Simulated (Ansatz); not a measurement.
Wavefunction ladder for C₂H₄F₃N, SMILES `NCC(F)(F)F`

```xyz
10

N    -0.174    0.987   -0.972
C     0.336   -0.231   -0.394
C    -0.071   -0.335    1.058
F    -1.407   -0.295    1.191
F     0.433    0.642    1.809
F     0.345   -1.500    1.577
H    -1.170    0.929   -1.133
H     0.276    1.186   -1.853
H     0.006   -1.164   -0.873
H     1.427   -0.218   -0.410
```

The species carries charge 0 and has multiplicity 1. All single points use the PBE0-D4/def2-TZVP geometry. It is one conformer, not always the lowest. Frozen core, restricted reference, Ansatz. CBS rows extrapolate triple and quadruple zeta; past MP2 they add the triple-zeta difference.

| basis | HF (Eh) | MP2 corr. |
| --- | --- | --- |
| def2-SVP | -430.50293 | -0.98941 |
| def2-TZVPP | -431.03121 | -1.28567 |
| def2-QZVPP | -431.05029 | -1.39556 |

(1) Estimate the CCSD correlation energy and the (T) correction in each basis where they were run (hartree).

Answers

(1) 
| basis | CCSD corr. | (T) |
| --- | --- | --- |
| def2-SVP | -1.02363 | -0.02232 |
| def2-TZVPP | -1.30707 | -0.04380 |
| CBS(def2) | -1.49836 | as TZ |
